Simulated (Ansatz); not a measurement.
## CCSD(T) forces

C2H3N (SMILES C=C=N), singlet, displaced at random from a GFN2-xTB minimum.

```
6
angstrom
C -0.8479 0.0875 -0.5281
C 0.2298 0.0124 0.1826
N 1.1645 0.1353 1.0050
H -0.8657 0.7224 -1.3895
H -1.7327 -0.4232 -0.2572
H 1.9681 -0.4894 0.9901
```

Ansatz 0.2.0; basis: def2-TZVPP; cores frozen in the correlated methods.

CCSD(T) forces from the calculation:
```csv
atom,Fx,Fy,Fz (eV/Å)
C1,-0.581,0.391,-0.942
C2,2.542,0.075,2.208
N3,-1.043,0.028,-0.762
H4,0.032,0.160,-0.387
H5,-0.653,-0.538,0.262
H6,-0.297,-0.115,-0.379
```

Q: Which atom feels the largest CCSD(T) force, and how large is it?

A: C2, 3.37 eV/Å, along (0.75, 0.02, 0.66).

Root-mean-square difference of the force components from those of CCSD(T): PBE0-D4 0.348; wB97M-V 0.294; r2SCAN-D4 0.280; PBE-D4 0.224; HSE06-D4 0.343; SPW92 0.470 eV/Å.

No T1 diagnostic of these runs exceeds 0.016. These are differences at one structure, and CCSD(T) in triple zeta is itself an approximation.

For scale, one of the runs: CCSD(T)/def2-TZVPP forces, 135 basis functions (an equivalent command: `ansatz run in.yaml --threads 4`). Time: 22 s of wall clock on 4 CPU threads; the host was shared. Peak host memory: 1.3 GiB.
